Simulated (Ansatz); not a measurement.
# BeBH (triplet): wave-function methods side by side, def2-QZVPP

An exercise on one series of results from a longer session: the logs are not shown, and one member is left open.

Computed with Ansatz 0.2.0, Gaussian basis. Level: def2-QZVPP, core rule «outside noble gas», up to 2 orbitals frozen.

To be run: UHF; ROHF; CCSD(T) on UHF.

2 further runs of the same task are left out: 2 set aside as unsound or not needed.

## What is computed

The geometry is a PBE0/def2-TZVP stationary point (not a proven minimum) of the parent state, kept for this charge and spin.

3 atoms, charge 0, spin multiplicity 3.

Atoms are counted from 1 here; the program's logs count them from 0.

Bond lengths: B1–Be2 2.042 Å, Be2–H3 1.345 Å. Angles: B1–Be2–H3 180.0°.

Set-up of the first run:

Contents of in.yaml:

```yaml
crystal:
  periodic: [false, false, false]
  atoms:
    - {symbol: B, position_ang: [0.000000, 0.000000, 1.809825]}
    - {symbol: Be, position_ang: [0.000000, 0.000000, -0.232573]}
    - {symbol: H, position_ang: [0.000000, 0.000000, -1.577252]}
basis:
  gaussian: {orbitals: "def2-QZVPP.json"}
magnetization: {spin_polarized: true, initial_magnetization: 2}
hamiltonian: {xc: hf}
output: {orbitals: {seedname: orbitals}}
```

Started as:

```console
> ansatz run in.yaml --threads 1 --pin off --events-out ev --progress --plain --max-ram 2393MiB
```

Among the steps run: UHF; ROHF; CCSD(T) on UHF.

One table of the session follows, with a row left open; its other results are not shown here.

It belongs to the step «Misses and costs». 

| method | from UCCSD(T) (meV) |
| --- | --- |
| ROHF | ? |
| UHF | +3320.0 |
| UMP2 | +773.5 |
| UCCSD | +102.6 |
| UCCSD(T) | 0 |

**Question.** Estimate the row for ROHF.

As computed: from UCCSD(T) (meV): +3391.3. In the column «from UCCSD(T) (meV)» it is the highest.
